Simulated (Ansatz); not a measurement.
CH2 (SMILES [CH2], charge +1) moved off its minimum; all values from Ansatz (an electronic-structure program), cores frozen in correlated methods. Open shells are unrestricted.
(charge 1, multiplicity 2)
```xyz
3

C     -0.0224    -0.0005     0.0659
H     -1.0583     0.0224    -0.2446
H      1.0172     0.0323    -0.2791
```

Problem. Give the forces (eV/Å), the total energy and the dipole at CCSD(T)/aug-cc-pVTZ.

Solution. 
```tsv
atom	Fx	Fy	Fz
C1	0.482	-0.026	0.323
H2	-0.400	0.019	-0.235
H3	-0.082	0.007	-0.088
```
Energy -38.6997 hartree.
